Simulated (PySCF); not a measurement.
# From a raw peak list to a structure

Formula C2H5N. The spectrum was simulated from the full spin Hamiltonian at 500 MHz with 1.2 Hz Lorentzian lines, from shifts rounded to 0.01 ppm and J to 0.1 Hz, couplings under 1 Hz left out. Exchangeable protons (1H) are left uncoupled and out of the list.

Maxima in Hz from TMS (height), grouped by integral:
1H: 4288.1 (9), 4282.7 (25), 4277.3 (25), 4271.9 (9)
3H: 967.7 (100), 962.3 (100)

¹³C{¹H} NMR (computed): δ 170.2 (CH), 27.8 (CH3).

[PySCF: J: B3LYP/pcJ-1; KT2/pcSseg-2 with gauge-including orbitals; coordinates at the PBE0-D3(BJ)/def2-SVP level; averaged over atoms made equivalent by symmetry, fast rotation or ring inversion; non-relativistic Hamiltonian; single conformer; gas phase]

References, each an isolated molecule treated in the same way: TMS for ¹H (31.18 ppm) and ¹³C (182.28 ppm).

Question: Analyse the multiplets.

Answer: ¹H NMR (500 MHz, computed): δ 9.26 (br s, 1H), 8.56 (q, J = 5.4 Hz, 1H), 1.93 (d, J = 5.4 Hz, 3H). These are first-order names from the parameters used; overlap and second-order distortion can hide them in the list.

Question: What is the compound?

Answer: E-ethanimine.

Mapped SMILES: `[H]/[N:2]=[CH:3]/[CH3:4]` (H(Xn): hydrogen on atom n).

1. δ 9.26: H(N2), hydrogen on an imine nitrogen.
2. δ 8.56: H(C3), hydrogen on a C=N carbon, coupled to H(C4) (5.4 Hz).
3. δ 1.93: H(C4), hydrogen on a methyl carbon, coupled to H(C3) (5.4 Hz).

OH/NH shifts are gas-phase values; hydrogen bonding in solution moves them, usually downfield. Splittings below 1 Hz are ignored in the labels, and close J values are merged. Unscaled 3J(H,H) at this level run about 10 % above measured values. Shifts are as computed. Against solution values, carbons near 30 ppm lie about +3 ppm off and those near 130 ppm about -1 ppm. Of 1211 compounds with measured shifts, 218 miss one by over three times the rms of a fit or turn the order of signals round; such compounds aren't used in these exercises. Couplings to exchangeable protons are dropped.
